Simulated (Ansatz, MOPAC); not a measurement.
Molecule: C3H8N, net charge 0, doublet state. SMILES: [CH2]N(C)C

Atoms: N1, C2, C3, C4, H5, H6, H7, H8, H9, H10, H11, H12. Bonds: N1-C2, N1-C3, N1-C4, C2-H5, C2-H6, C3-H7, C3-H8, C3-H9, C4-H10, C4-H11, C4-H12.

Bond lengths (Å) and angles (degrees) optimised at AM1 with MOPAC; PM7 with MOPAC; HF/STO-3G with Ansatz (a quantum-chemistry and plane-wave program); HF/3-21G with Ansatz; HF/6-31G* with Ansatz; B3LYP/LANL2DZ with Ansatz, each started from the B3LYP-D3(BJ)/def2-TZVP structure (Ansatz) of the last column. A row stands for all coordinates that are equal there; 11 of 15 kinds are shown. 6-31G* holds six Cartesian d functions. No wavenumbers were computed at HF/STO-3G, B3LYP/LANL2DZ, so these may be saddle points.

| coordinate | AM1 | PM7 | HF/STO-3G | HF/3-21G | HF/6-31G* | B3LYP/LANL2DZ | B3LYP-D3(BJ)/def2-TZVP |
|---|---|---|---|---|---|---|---|
| N1-C2 | 1.366 | 1.357 | 1.443 | 1.401 | 1.393 | 1.402 | 1.379 |
| N1-C3 | 1.441 | 1.469 | 1.483 | 1.460 | 1.445 | 1.466 | 1.448 |
| C2-H5 | 1.092 | 1.068 | 1.085 | 1.074 | 1.076 | 1.085 | 1.080 |
| C3-H7 | 1.124 | 1.102 | 1.093 | 1.089 | 1.091 | 1.105 | 1.100 |
| C3-H8 | 1.122 | 1.103 | 1.089 | 1.083 | 1.084 | 1.097 | 1.091 |
| C3-H9 | 1.121 | 1.104 | 1.088 | 1.082 | 1.083 | 1.096 | 1.090 |
| C2-N1-C3 | 118.3 | 117.7 | 113.1 | 117.8 | 115.5 | 118.6 | 117.5 |
| C3-N1-C4 | 115.0 | 113.8 | 111.7 | 115.3 | 113.7 | 115.9 | 114.8 |
| N1-C2-H5 | 119.5 | 121.2 | 115.0 | 116.5 | 116.0 | 118.0 | 117.0 |
| N1-C3-H7 | 112.1 | 112.8 | 112.9 | 112.5 | 112.8 | 112.4 | 112.1 |
| N1-C3-H8 | 108.9 | 109.8 | 109.2 | 109.5 | 109.7 | 109.9 | 109.8 |

Mean signed difference of all 11 bond lengths from B3LYP-D3(BJ)/def2-TZVP: AM1 0.016 Å, PM7 0.005 Å, HF/STO-3G 0.011 Å, HF/3-21G -0.002 Å, HF/6-31G* -0.004 Å, B3LYP/LANL2DZ 0.010 Å.
